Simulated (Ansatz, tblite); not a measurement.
**BH2(NH2) (BNH₄): spin-state energies by level**

Is the singlet the ground state of BH2(NH2) (BNH₄)? Other spin states are computed and compared level by level.

Program: Ansatz 0.2.0, Gaussian basis. Level of theory: as each input shows. These are calculated values, not measurements.

The runs, in order: triplet, at the geometry of the singlet (GFN1-xTB, GFN2-xTB, PBE0-D4/def2-TZVP, PBE-D4/def2-TZVP, r2SCAN-D4/def2-TZVP); the singlet's energies come from earlier runs.

**1. The geometry**

The singlet was relaxed beforehand with PBE-D4/def2-TZVP.

6 atoms, charge 0, spin multiplicity 1.

Bond lengths: B1–H2 1.203 Å, B1–H3 1.203 Å, B1–N4 1.393 Å, N4–H5 1.015 Å, N4–H6 1.015 Å. Angles: H2–B1–H3 122.3°, H2–B1–N4 118.9°, H3–B1–N4 118.9°, B1–N4–H5 123.4°, B1–N4–H6 123.4°, H5–N4–H6 113.3°.

As a file:

```mol
BH4N
  3D, bonds by distance, orders not assigned

  6  5  0  0  0  0  0  0  0  0999 V2000
    0.3439    0.5970    0.0037 B   0  0
    1.3579    0.6787    0.6456 H   0  0
   -0.0903    1.5211   -0.6320 H   0  0
   -0.3514   -0.6099   -0.0038 N   0  0
   -1.2127   -0.7546   -0.5208 H   0  0
   -0.0474   -1.4323    0.5073 H   0  0
  1  2  8  0
  1  3  8  0
  1  4  8  0
  4  5  8  0
  4  6  8  0
M  END
```

**2. Triplet at the fixed geometry, GFN1-xTB**

Tight binding, by tblite at 300 K electronic temperature and without a spin-polarisation term:

```python
tblite.interface.Calculator('GFN1-xTB', numbers, positions, charge=0, uhf=2).singlepoint()
```

Energy -177.6748 eV; 0.009 s.

**3. Triplet at the fixed geometry, GFN2-xTB**

Tight binding, by tblite at 300 K electronic temperature and without a spin-polarisation term:

```python
tblite.interface.Calculator('GFN2-xTB', numbers, positions, charge=0, uhf=2).singlepoint()
```

Energy -162.7377 eV; 0.003 s.

**4. Triplet at the fixed geometry, PBE0-D4/def2-TZVP**

File in.yaml:

```yaml
crystal:
  periodic: [false, false, false]
  atoms:
    - {symbol: B, position_ang: [0.343935, 0.596956, 0.003713]}
    - {symbol: H, position_ang: [1.357875, 0.678712, 0.645582]}
    - {symbol: H, position_ang: [-0.090304, 1.521120, -0.631980]}
    - {symbol: N, position_ang: [-0.351443, -0.609876, -0.003772]}
    - {symbol: H, position_ang: [-1.212680, -0.754598, -0.520827]}
    - {symbol: H, position_ang: [-0.047394, -1.432305, 0.507293]}
basis:
  gaussian: {orbitals: def2-TZVP}
magnetization: {spin_polarized: true, initial_magnetization: 2}
hamiltonian: {xc: pbe0, dispersion: d4}
scf: {omitted_lower_state_checks: [starts]}
output: {orbitals: {seedname: orbitals}}
```

Launch:

```
$ ansatz run in.yaml --threads 4 --pin off --events-out ev --progress --plain --max-ram 3916MiB
```

Output:

```text
Functional definition: PBE0
  name "PBE0"
  cite "Adamo & Barone, J. Chem. Phys. 110, 6158 (1999) doi:10.1063/1.478522"
  cite "Perdew, Burke & Ernzerhof, Phys. Rev. Lett. 77, 3865 (1996) doi:10.1103/PhysRevLett.77.3865"
  parent pbe
  parameter a = 0.25
  parameter kappa = 0.804
  parameter beta = 0.06672455060314922
  exchange = (1 - a)*pbe_x(kappa = kappa, mu = beta*pi^2/3) + a*exact_x
  correlation = pbe_c(beta = beta)
these checks for a lower state are left out or cut short: starts
500 factors; their error is unknown
mean field evaluation 1: about -2217.1101 eV, gradient 4.0e1 eV
mean field evaluation 2: about -2206.5923 eV, gradient 6.1e1 eV
mean field evaluation 4: about -2222.2602 eV, gradient 1.9e1 eV
mean field evaluation 8: about -2224.1410 eV, gradient 1.1e-1 eV
mean field evaluation 16: about -2224.1385 eV, gradient 7.0e-2 eV
mean field evaluation 32: about -2224.1495 eV, gradient 1.3e-5 eV
mean field -2224.14954522 eV, -81.7359882040 hartree, gradient 1.3e-5 eV, S^2 2.007540; 0 other end points of the search recorded, 0 dependent functions left out
reference -2224.14957583 eV, -81.7359893289 hartree; 9, 7 occupied and 77, 79 virtual orbitals, 500 factors
Total energy: -2224.18702650 eV, -81.7373656158 hartree
Checks for a lower state left out: starts
```

It took 0.95 s on 4 threads of Intel Xeon Platinum 8488C, shared host.

From the report: HOMO -2.70 eV, LUMO -6.31 eV (over both spins; with the spin held, an empty level of the minority spin lies below the top filled one); ⟨S²⟩ 2.008 (pure: 2.00).

**5. Triplet at the fixed geometry, PBE-D4/def2-TZVP**

start.molden holds the orbitals of an earlier run on this state, given as this run's starting guess.

Edit in.yaml of step 4 so:

```diff
@@ -10,5 +10,5 @@
 basis:
-  gaussian: {orbitals: def2-TZVP}
+  gaussian: {orbitals: def2-TZVP, initial_orbitals: start.molden}
 magnetization: {spin_polarized: true, initial_magnetization: 2}
-hamiltonian: {xc: pbe0, dispersion: d4}
+hamiltonian: {xc: pbe, dispersion: d4}
 scf: {omitted_lower_state_checks: [starts]}
```

Same command.

Output:

```text
Functional definition: PBE
  name "PBE"
  cite "Perdew, Burke & Ernzerhof, Phys. Rev. Lett. 77, 3865 (1996) doi:10.1103/PhysRevLett.77.3865"
  parent pbe
  parameter kappa = 0.804
  parameter beta = 0.06672455060314922
  exchange = pbe_x(kappa = kappa, mu = beta*pi^2/3)
  correlation = pbe_c(beta = beta)
these checks for a lower state are left out or cut short: starts
500 factors; their error is unknown
mean field evaluation 1: about -2223.7907 eV, gradient 3.8e0 eV
mean field evaluation 2: about -2223.8792 eV, gradient 3.6e0 eV
mean field evaluation 4: about -2223.9626 eV, gradient 2.7e-1 eV
mean field evaluation 8: about -2223.9644 eV, gradient 9.2e-5 eV
mean field -2223.96435758 eV, -81.7291826840 hartree, gradient 1.7e-5 eV, S^2 2.003789; 0 other end points of the search recorded, 0 dependent functions left out
reference -2223.96439903 eV, -81.7291842073 hartree; 9, 7 occupied and 77, 79 virtual orbitals, 500 factors
Total energy: -2224.01041875 eV, -81.7308754008 hartree
Checks for a lower state left out: starts
```

It took 0.5 s on 4 threads of Intel Xeon Platinum 8488C, shared host.

HOMO -1.77 eV, LUMO -7.33 eV (over both spins; with the spin held, an empty level of the minority spin lies below the top filled one); ⟨S²⟩ 2.004 (pure: 2.00).

**6. Triplet at the fixed geometry, r2SCAN-D4/def2-TZVP**

Edit in.yaml of step 5 so:

```diff
@@ -12,3 +12,3 @@
 magnetization: {spin_polarized: true, initial_magnetization: 2}
-hamiltonian: {xc: pbe, dispersion: d4}
+hamiltonian: {xc: r2scan, dispersion: d4}
 scf: {omitted_lower_state_checks: [starts]}
```

The command is unchanged.

Output:

```text
Functional definition: r2SCAN
  name "r2SCAN"
  cite "Furness, Kaplan, Ning, Perdew & Sun, J. Phys. Chem. Lett. 11, 8208 (2020) doi:10.1021/acs.jpclett.0c02405"
  cite "Furness, Kaplan, Ning, Perdew & Sun, J. Phys. Chem. Lett. 11, 9248 (2020) doi:10.1021/acs.jpclett.0c03077"
  parent r2scan
  parameter k0 = 0.174
  parameter k1 = 0.065
  parameter a1 = 4.9479
  exchange = r2scan_x(k0 = k0, k1 = k1, a1 = a1)
  correlation = r2scan_c
these checks for a lower state are left out or cut short: starts
500 factors; their error is unknown
mean field evaluation 1: about -2225.7006 eV, gradient 2.5e0 eV
mean field evaluation 2: about -2225.7303 eV, gradient 2.7e-1 eV
mean field evaluation 4: about -2225.7215 eV, gradient 2.0e-1 eV
mean field evaluation 8: about -2225.7217 eV, gradient 4.9e-5 eV
mean field -2225.72170348 eV, -81.7937639544 hartree, gradient 2.0e-5 eV, S^2 2.009574; 0 other end points of the search recorded, 0 dependent functions left out
reference -2225.72171813 eV, -81.7937644929 hartree; 9, 7 occupied and 77, 79 virtual orbitals, 500 factors
Total energy: -2225.73239938 eV, -81.7941570217 hartree
Checks for a lower state left out: starts
```

It took 0.85 s on 4 threads of Intel Xeon Platinum 8488C, shared host.

Report: HOMO -2.00 eV, LUMO -7.10 eV (over both spins; with the spin held, an empty level of the minority spin lies below the top filled one); ⟨S²⟩ 2.010 (pure: 2.00).

**7. Triplet less singlet, vertical**

The singlet's energies are those of its earlier runs, whose logs aren't repeated here.

```tsv
level	triplet less singlet, vertical (eV)	time
GFN1-xTB	+6.395	0.012 s
GFN2-xTB	+6.325	0.004 s
PBE-D4/def2-TZVP	+5.999	0.75 s
r2SCAN-D4/def2-TZVP	+6.013	1.3 s
PBE0-D4/def2-TZVP	+6.172	1.3 s
```

Times add the two runs; a level without a time comes out of a correlated run. Tight binding without a spin term can't rank spin states.

**8. Summary of results**

```
                                                quantity                                   value
triplet less singlet, vertical, functionals in def2-TZVP  +5.999 (PBE-D4) to +6.172 eV (PBE0-D4)
```

What this shows: All functionals put the triplet above the singlet, over a spread of 0.173 eV. The checks for a lower triplet were left out, so another state of that spin may lie lower. These are electronic energies, without zero-point motion, entropy or surroundings.
